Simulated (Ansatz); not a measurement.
Antifluorite Mg₂Sn was calculated with PBE+SOC (Ansatz, a first-principles code, PAW).

Run with plane-wave cutoff 520 eV, 10×10×10 k mesh, Fermi–Dirac smearing 0.01 eV, PAW data made under PBE.

Cell (relaxed at this level):

```cif
data_Mg8Sn4
_chemical_formula_sum 'Mg8 Sn4'
_space_group_name_H-M_alt 'Fm-3m'
_space_group_IT_number 225
_space_group_name_Hall '-F 4 2 3'
_cell_length_a 6.81524
_cell_length_b 6.81524
_cell_length_c 6.81524
_cell_angle_alpha 90.000
_cell_angle_beta 90.000
_cell_angle_gamma 90.000
loop_
_atom_site_label
_atom_site_type_symbol
_atom_site_symmetry_multiplicity
_atom_site_Wyckoff_symbol
_atom_site_fract_x
_atom_site_fract_y
_atom_site_fract_z
_atom_site_occupancy
Mg1 Mg 8 c 0.25000 0.25000 0.25000 1
Sn1 Sn 4 a 0.00000 0.00000 0.00000 1
```
(The calculation used a cell of 3 atoms; values per cell refer to that cell.)

What does this level give for the bulk modulus B0 and pressure derivative B′ of the bulk modulus?


* **bulk modulus B0**: 40.7 GPa
* **pressure derivative B′ of the bulk modulus**: 4.1

The run finds no gap.

Note: the gap of the solid is closed in this run; this level leaves the solid without a gap, although one is measured.

Computed values are for the static lattice.

Computing time: around 7 core-minutes (rough).
